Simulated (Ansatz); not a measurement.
bcc Rb was calculated with PBE (plane waves, PAW; Ansatz, a program for electronic structure).

Numerical settings: plane-wave cutoff 520 eV, 18×18×18 k mesh, Fermi–Dirac smearing 0.1 eV, perturbation theory, force constants from a 6×6×6 q mesh, scalar-relativistic PAW data made under PBE.

Computed at the level's own relaxed cell.

```xyz
1
Lattice="-2.8347 2.8347 2.8347 2.8347 -2.8347 2.8347 2.8347 2.8347 -2.8347" Properties=species:S:1:pos:R:3 pbc="T T T"
Rb     0.0000     0.0000     0.0000
```

Harmonic phonon frequencies (cm⁻¹; i marks an imaginary mode):

```tsv
q point	frequencies
N	9 30 48
H	44 44 44
```

No imaginary mode appears at these points.
